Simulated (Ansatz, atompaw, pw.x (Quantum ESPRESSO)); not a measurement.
# technetium: does the PAW (atompaw) potential hold in the solid?

```json
{
  "Element": "Tc (Z = 43)",
  "Generator": "atompaw 4.2.0.5",
  "Type": "PAW",
  "Functional": "LDA (PW92)",
  "Relativity": "scalar-relativistic",
  "Frozen core": "[Ar] 3d10",
  "Valence charge": "15",
  "Reference configuration": "4s2 4p6 4d5 5s2 5p0",
  "Partial waves": "4s (bound); 5s (bound); 4p (bound); 5p (bound, empty); 4d (bound); 4d channel at 4.7 Ry",
  "Local potential": "bessel scheme, radius 2.00 bohr",
  "Core correction": "smooth core density matched at 1.10 bohr",
  "Augmentation charge": "sinc compensation charge, radius 1.60 bohr; PAW radius 2.15 bohr; waves and projectors: bloechl"
}
```

Atomic tests: cutoffs needed: 40 Ry and 50 Ry (the cutoffs (Ry, on a coarse ladder) from which the occupation-weighted sum of valence levels, in a spherical-Bessel basis at the reference potential, stays within 10 and 1 mRy of its value at 400 Ry); ghost test: no extra level below or beside the all-electron valence levels (s, p, d, f tested) (spherical-Bessel basis up to 400 Ry, 20 bohr box); lowest eigenvalue of the overlap operator: 0.44 (s channel).

Crystal test: fcc Tc in pw.x 7.5, no spin, 15³ k-points, Fermi–Dirac smearing 0.01 Ry, cutoffs 60/600 Ry. The reference is all-electron LAPW (Ansatz 0.2.0) with the same functional, mesh and smearing; V0 and B0 come from Birch–Murnaghan fits to the pressures at five volumes. Errors are pseudo minus all-electron; Δ is the rms difference of the E(V) curves that follow from these fits, minima aligned, over ±6 % about the mean V0. Mesh and smearing are coarse, so the numbers serve the comparison and aren't converged zero-temperature values; the lattice is a test structure that the element need not adopt.

All-electron: a0 = 3.812 Å (V0 = 13.85 Å³/atom), B0 = 338.5 GPa.

Problem. How far does the potential miss the all-electron equation of state?

Solution. mean pressure error (GPa): +4.93; a0 (Å): 3.830; a0 error (%): +0.47; B0 error (%): +0.1; Δ (meV/atom): 14.6.

| V (Å³/atom) | P all-electron (GPa) | P pseudo (GPa) |
| --- | --- | --- |
| 13.181 | 18.65 | 24.77 |
| 13.528 | 8.34 | 13.78 |
| 13.875 | -0.66 | 4.19 |
| 14.222 | -8.50 | -4.17 |
| 14.569 | -15.34 | -11.45 |

Problem. At the middle volume, how do free energy and pressure move when the wave cutoff is lowered (ecutrho held at 600 Ry)?

Solution.

| cutoff (Ry) | shift of F (meV/atom) | shift of P (GPa) |
| --- | --- | --- |
| 27 | +1282.1 | -67.82 |
| 36 | +134.7 | -9.30 |
| 48 | +7.4 | -0.66 |

The run at the middle volume (120 k-points, 8 iterations) took about 11 s on one core of a shared host (Intel(R) Xeon(R) 6975P-C, 192 threads, 1512 GiB, load 63).
